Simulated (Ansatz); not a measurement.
# C3H4N2O: a ladder of functionals and wavefunction methods

One table from this session's results is given with a row withheld; the runs are named, their logs left out.

The runs use Ansatz 0.2.0, Gaussian basis; functionals in def2-TZVPP, the program's frozen cores in correlated methods.

The runs, in order: PBE-D4, r2SCAN-D4, PBE0-D4, B3LYP-D4, ωB97X-V, ωB97M-V, B2PLYP; CCSD(T)/def2-TZVPP; MP2/def2-QZVPP; extrapolation to the limit.

## Structure used throughout

All runs share one geometry, relaxed beforehand with PBE0-D4 in a triple-zeta def2 set.

10 atoms, charge 0, spin multiplicity 1.

Atoms are counted from 1 here; the program's logs count them from 0.

Bond lengths: C1–N2 1.438 Å, C1–H7 1.093 Å, C1–H8 1.096 Å, C1–H9 1.093 Å, N2–C3 1.255 Å, C3–O4 1.339 Å, C3–C5 1.449 Å, O4–H10 0.968 Å, C5–N6 1.149 Å. Angles: N2–C1–H7 108.8°, N2–C1–H8 114.3°, N2–C1–H9 108.8°, H7–C1–H8 108.9°, H7–C1–H9 106.9°, H8–C1–H9 108.9°, C1–N2–C3 121.8°, N2–C3–O4 122.9°, N2–C3–C5 125.1°, O4–C3–C5 112.0°, C3–O4–H10 106.3°, C3–C5–N6 176.1°.

The first run:

File in.yaml:

```yaml
crystal:
  periodic: [false, false, false]
  atoms:
    - {symbol: C, position_ang: [-0.333210, -1.018645, 0.982902]}
    - {symbol: N, position_ang: [0.692552, -0.468407, 0.139351]}
    - {symbol: C, position_ang: [0.474435, 0.513953, -0.610617]}
    - {symbol: O, position_ang: [1.412732, 1.045266, -1.405100]}
    - {symbol: C, position_ang: [-0.792379, 1.207066, -0.729735]}
    - {symbol: N, position_ang: [-1.826170, 1.707751, -0.771801]}
    - {symbol: H, position_ang: [-0.463348, -2.074754, 0.735027]}
    - {symbol: H, position_ang: [-1.301993, -0.513196, 0.903272]}
    - {symbol: H, position_ang: [0.004272, -0.975179, 2.021240]}
    - {symbol: H, position_ang: [2.216210, 0.525044, -1.261339]}
basis:
  gaussian: {orbitals: def2-TZVPP}
hamiltonian: {xc: pbe, dispersion: d4}
output: {forces: true, orbitals: {seedname: orbitals}}
```

Started as:

```bash
$ ansatz run in.yaml --threads 4 --pin off --events-out ev --progress --plain --max-ram 10444MiB
```

Among the steps run: PBE-D4 (GGA); r2SCAN-D4 (meta-GGA); PBE0-D4 (hybrid); B3LYP-D4 (hybrid); ωB97X-V (range-separated); ωB97M-V (range-separated); B2PLYP (double hybrid); CCSD(T) in def2-TZVPP; MP2 in def2-QZVPP.

One table of the session follows, with a row left open; its other results are not shown here.

It belongs to the step «Atomisation energies». 

```
            method  atomisation energy (kJ/mol)
            PBE-D4                       4558.8
         r2SCAN-D4                       4347.4
           PBE0-D4                       4384.9
          B3LYP-D4                            ?
           ωB97X-V                       4353.4
           ωB97M-V                       4363.9
            B2PLYP                       4320.8
     HF/def2-TZVPP                       2847.2
    MP2/def2-TZVPP                       4343.9
   CCSD/def2-TZVPP                       4091.3
CCSD(T)/def2-TZVPP                       4196.7
           MP2/CBS                       4477.2
       CCSD(T)/CBS                       4330.0
```

Estimate the missing values for B3LYP-D4.

The run gave: atomisation energy (kJ/mol): 4363.4. In the column «atomisation energy (kJ/mol)» it lies between ωB97X-V (4353.4) and ωB97M-V (4363.9).
